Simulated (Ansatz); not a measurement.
hcp Os: PBE at its full settings (plane-wave cutoff 520 eV, 24×24×14 k mesh (along the axes of the cell as run), Fermi–Dirac smearing 0.05 eV, no spin polarisation, scalar-relativistic PAW data made under PBE) and at cheaper ones, in a cell of 2 atoms with Γ-centred meshes.

| level and setting | lattice parameter a (Å) | lattice parameter c (Å) | bulk modulus (GPa) |
|---|---|---|---|
| PBE (Ansatz) | 2.754 | 4.346 | 397 |
| PBE (250 eV cutoff) (Ansatz) | 2.765 | 4.376 | 432 |
| PBE (300 eV cutoff) (Ansatz) | 2.751 | 4.345 | 412 |
| PBE (Γ point alone) (Ansatz) | 3.151 | 3.116 | 443 |
| PBE (2×2×2 k mesh) (Ansatz) | 2.707 | 4.582 | 384 |
| PBE (4×4×4 k mesh) (Ansatz) | 2.778 | 4.275 | 390 |
| PBE (6×6×6 k mesh) (Ansatz) | 2.756 | 4.342 | 396 |
| PBE (Fermi-Dirac smearing of 0.3 eV) (Ansatz) | 2.756 | 4.358 | 386 |

Largest shifts from the full settings: lattice constant a +14.4 % (PBE (Γ point alone)), against a difference of +0.73 % of the full result from the reference 2.734 Å (measured, 293 K, no zero-point or thermal correction, sources range from 2.734 to 2.740; as tabulated in Wikipedia's data pages); lattice parameter c -28 % (PBE (Γ point alone)), against a difference of +0.60 % of the full result from the reference 4.320 Å (measured, 293 K, not corrected to a static lattice; as tabulated in Wikipedia's data pages); bulk modulus +11.6 % (PBE (Γ point alone)), against a difference of -6.6 % of the full result from the reference 425 GPa (measured, zero-point energy and finite temperature contributions removed; as tabulated in doi:10.1021/acs.jctc.3c00612).

Ansatz's density-functional and Hartree–Fock values are scalar-relativistic unless marked +SOC, with PAW data made under PBE.

Run with cheap settings on purpose, which may leave them unconverged: PBE (250 eV cutoff), PBE (2×2×2 k mesh), PBE (300 eV cutoff), PBE (4×4×4 k mesh), PBE (6×6×6 k mesh), PBE (Fermi-Dirac smearing of 0.3 eV), PBE (Γ point alone).

Ansatz is a first-principles code.
